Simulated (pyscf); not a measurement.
H₂B–OH + SiH₄ → H₂B–O–SiH₃ + H₂, a four-centre exchange (singlet surface; H–O, H–Si broken, O–Si, H–H formed). Optimised with ωB97X-D3(BJ)/def2-SVP in PySCF. Energies in kcal/mol from the separated reactants.

GFN2-xTB: tblite. 

Problem. Quick GFN2-xTB single points give ΔE‡ = 32.6 kcal/mol and ΔE = -17.7 kcal/mol. What does ωB97M-D3(BJ)/def2-TZVP give, and how far is the quick result from it?

Solution. ωB97M-D3(BJ)/def2-TZVP gives ΔE‡ = 41.2 kcal/mol and ΔE = -13.7 kcal/mol. GFN2-xTB lies 8.6 kcal/mol under it in the barrier and 4.0 kcal/mol under it in the reaction energy, so on this step it does not hold to within 3.0 kcal/mol. ωB97M-D3(BJ)/def2-TZVP has limits of its own. The same reactants have a lower exit, to BH₃ + HO–SiH₃ (highest point, the separated products, at +17.2 kcal/mol at ωB97M-D3(BJ)/def2-TZVP, against +41.2 kcal/mol here). One saddle was located; it need not be the lowest between these sides.
